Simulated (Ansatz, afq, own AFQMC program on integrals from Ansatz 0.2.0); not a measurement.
# SiH$_{3}$, doublet: AFQMC among the cluster methods

```json
{"atom": "Si", "x (Å)": "0.0001", "y (Å)": "-0.0001", "z (Å)": "-0.0381"}
{"atom": "H", "x (Å)": "1.2328", "y (Å)": "0.0127", "z (Å)": "0.3563"}
{"atom": "H", "x (Å)": "-0.6280", "y (Å)": "1.0626", "z (Å)": "0.3510"}
{"atom": "H", "x (Å)": "-0.6069", "y (Å)": "-1.0738", "z (Å)": "0.3541"}
```

Basis 6-31G. Only valence electrons are correlated. Integrals, coupled cluster, full CI and functionals: Ansatz 0.2.0; the random walks run on the same integrals in our own AFQMC program. The CISD trial takes its coefficients from CCSD amplitudes. Released means that phaseless walkers are propagated on without the constraint, phases kept. Free projection: walkers drawn from exp(T), propagated without any constraint. Its projection time is finite, and what remains of the start isn't in its error. ± is one standard error of the sampling.

Determinant: UHF, the one that the program's search chose, which needn't be the lowest solution. The geometry is a point of a scan.

Full CI on the same integrals is exact in this basis and with this determinant's frozen core.

```
T1 diagnostic                               : 0.0074
weight of the determinant in the CISD state : 0.961
⟨S²⟩ of the determinant                     : 0.755
size of the correlated space                : 7 electrons in 14 orbitals
```

```tsv
level	correlation energy (eV)
MP2	-1.2129
CCSD	-1.6663
CCSD(T)	-1.6815
```

**Question.** Estimate where phaseless AFQMC with the Hartree–Fock trial lies against CCSD(T) on the same integrals.

**Answer.** 0.01 ± 0.16 kcal/mol below CCSD(T). The gap is under twice the noise, so this walk alone can't tell the two apart.

Reference: full CI, correlation energy -1.688 eV. The released energy is read at 2.40 1/Eh (meV from the phaseless value at times in 1/Eh: -0.2 ± 0.3 at 0.24, -0.05 ± 0.25 at 0.51, 0.23 ± 0.23 at 0.99, 0.37 ± 0.23 at 1.62, -0.32 ± 0.23 at 2.40).

| level | E − E(reference) (kcal/mol) | share of correlation (%) |
| --- | --- | --- |
| CCSD(T) | 0.14 | 99.64 |
| CCSDT | 0.01 | 99.98 |
| CCSDT(Q) | 0.00 | 99.99 |
| CCSDTQ | 0.00 | 100.00 |
| ph-AFQMC/HF | 0.13 ± 0.16 | 99.66 |
| ph-AFQMC/CISD | -0.01 ± 0.008 | 100.02 |
| released AFQMC | -0.02 ± 0.005 | 100.04 |
| free AFQMC | 0.00 ± 0.004 | 100.00 |

CCSDT and higher add their correlation energy to the determinant of the CCSD(T) run, since their own runs factorise the integrals more tightly (a shift of under 2 meV). Free projections are given only where their last times agree within the noise and don't stop above the reference; a slow remainder of the start can still hide under it. A walk keeps the symmetry of its determinant, which the program's search chose and which needn't be the lowest solution, so a lower state of the same spin and another symmetry isn't excluded. Released energies are given only where the last usable release times agree within the noise; a slower fall can still hide under it.
